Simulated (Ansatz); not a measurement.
Relaxation of C4H3F (8 atoms, charge 0, multiplicity 1), to a largest force component of 0.015 eV/Å in at most 40 steps.

All numbers below come from Ansatz, RKS CAM-B3LYP-D4/def2-SVP.

```xyz
8
Properties=species:S:1:pos:R:3:forces:R:3
C 0.026 1.553 1.432 -0.04 1.89 1.96
C -0.114 0.859 0.475 -0.30 -1.20 -1.65
C -0.250 -0.001 -0.658 1.59 -1.99 1.79
C 0.255 -1.262 -0.589 0.73 2.07 2.18
F 0.916 -1.639 0.557 -1.10 0.16 -1.52
H 0.055 2.268 2.256 0.13 -0.55 -0.41
H -0.608 0.390 -1.562 -0.87 0.43 -1.51
H 0.350 -1.977 -1.367 -0.14 -0.82 -0.84
```

Task: Where does it end, and by what steps?

Result: The run converged. After 9 steps the energy has fallen by 0.250 eV; F5 moved furthest, 0.17 Å.

```csv
step,energy less start (eV),largest force component (eV/Å),accepted
0,0.0000,2.175,yes
1,-0.0435,1.519,yes
2,-0.1361,1.466,yes
3,-0.1958,1.257,yes
4,-0.2108,1.147,yes
5,-0.2474,0.249,yes
6,-0.2486,0.083,yes
7,-0.2498,0.061,yes
8,-0.2499,0.047,yes
9,-0.2500,0.004,yes
```

```xyz
8
Properties=species:S:1:pos:R:3
C -0.032 1.655 1.432
C -0.082 0.880 0.507
C -0.153 -0.016 -0.598
C 0.323 -1.261 -0.583
F 0.915 -1.786 0.478
H 0.016 2.339 2.259
H -0.625 0.328 -1.522
H 0.269 -1.949 -1.430
```

Whether the end is a true minimum wasn't checked by a vibrational analysis.

Run time: 19 s on 2 threads of Arm Neoverse V1, with other jobs on the host, peak memory 0.18 GiB.
